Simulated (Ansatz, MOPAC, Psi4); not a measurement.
Reaction (SMILES): CO[Si](S)(S)OC [dimethoxy-bis(sulfanyl)silane] + 6 [H][H] (H2) -> 2 C (CH4) + 2 O (H2O) + 2 S (H2S) + [SiH4] (SiH4)

Wanted: energy of full hydrogenation (enthalpy at 298 K), in kcal/mol. Terms: valence correlation only; spin-orbit terms left out; dispersion terms only where a functional's name holds one; PM7 with its own dispersion and hydrogen-bond terms; non-relativistic; six Cartesian d functions in 6-31G* and its kin unless marked 5d. CBS marks a two-point X^-3 extrapolation of the correlation energy; Hartree-Fock from the larger set. First-principles rows: single points at B3LYP-D3(BJ) geometries (Ansatz, a first-principles code), with unscaled harmonic terms from B3LYP/6-31G* (Ansatz) at its own minima. Semi-empirical rows: MOPAC heats of formation at their own minima for 298 K.

```json
[
 {"species": "CO[Si](S)(S)OC", "coefficient": "-1", "E at wB97X-D/6-31G* (Psi4), Eh": "-1317.34265", "E at wB97X-V/def2-TZVPD (Ansatz), Eh": "-1317.39322", "H(298 K) - E, kcal/mol": "74.50", "heat of formation at PM7 (MOPAC), kcal/mol": "-165.52"},
 {"species": "[H][H] (H2)", "coefficient": "-6", "E at wB97X-D/6-31G* (Psi4), Eh": "-1.17193", "E at wB97X-V/def2-TZVPD (Ansatz), Eh": "-1.17238", "H(298 K) - E, kcal/mol": "8.44", "heat of formation at PM7 (MOPAC), kcal/mol": "-32.01"},
 {"species": "C (CH4)", "coefficient": "+2", "E at wB97X-D/6-31G* (Psi4), Eh": "-40.50183", "E at wB97X-V/def2-TZVPD (Ansatz), Eh": "-40.51531", "H(298 K) - E, kcal/mol": "30.76", "heat of formation at PM7 (MOPAC), kcal/mol": "-14.40"},
 {"species": "O (H2O)", "coefficient": "+2", "E at wB97X-D/6-31G* (Psi4), Eh": "-76.38704", "E at wB97X-V/def2-TZVPD (Ansatz), Eh": "-76.43464", "H(298 K) - E, kcal/mol": "15.65", "heat of formation at PM7 (MOPAC), kcal/mol": "-57.80"},
 {"species": "S (H2S)", "coefficient": "+2", "E at wB97X-D/6-31G* (Psi4), Eh": "-399.36388", "E at wB97X-V/def2-TZVPD (Ansatz), Eh": "-399.34268", "H(298 K) - E, kcal/mol": "11.88", "heat of formation at PM7 (MOPAC), kcal/mol": "-3.51"},
 {"species": "[SiH4] (SiH4)", "coefficient": "+1", "E at wB97X-D/6-31G* (Psi4), Eh": "-291.85627", "E at wB97X-V/def2-TZVPD (Ansatz), Eh": "-291.83995", "H(298 K) - E, kcal/mol": "22.18", "heat of formation at PM7 (MOPAC), kcal/mol": "12.85"}
]
```

Coupled cluster (Ansatz) is a level with limits of its own, used here on species with T1 under 0.025 (0.045 for open shells) and stable references: CCSD(T)/CBS(cc-pV(T+d)Z,cc-pV(Q+d)Z). Value to compare with, CCSD(T)/CBS(cc-pV(T+d)Z,cc-pV(Q+d)Z) (Ansatz): 16.7 kcal/mol. 1 Eh = 627.5095 kcal/mol.

Q: Compute it at each level from the table, and compare with CCSD(T)/CBS(cc-pV(T+d)Z,cc-pV(Q+d)Z) (Ansatz).

A: 
- wB97X-D/6-31G*: the sum of coefficient times E is 0.01246 Eh, or 7.82 kcal/mol; the thermal terms add 13.62. Result: 21.4 kcal/mol. Its difference against CCSD(T)/CBS(cc-pV(T+d)Z,cc-pV(Q+d)Z) (Ansatz) is 4.7 kcal/mol.
- wB97X-V/def2-TZVPD: the sum of coefficient times E is 0.00229 Eh, or 1.44 kcal/mol; the thermal terms add 13.62. Result: 15.1 kcal/mol. Its difference against CCSD(T)/CBS(cc-pV(T+d)Z,cc-pV(Q+d)Z) (Ansatz) is -1.6 kcal/mol.
- PM7: the sum of coefficient times heat of formation is 219.01 kcal/mol; it needs no thermal term. Its difference against CCSD(T)/CBS(cc-pV(T+d)Z,cc-pV(Q+d)Z) (Ansatz) is 202.3 kcal/mol.
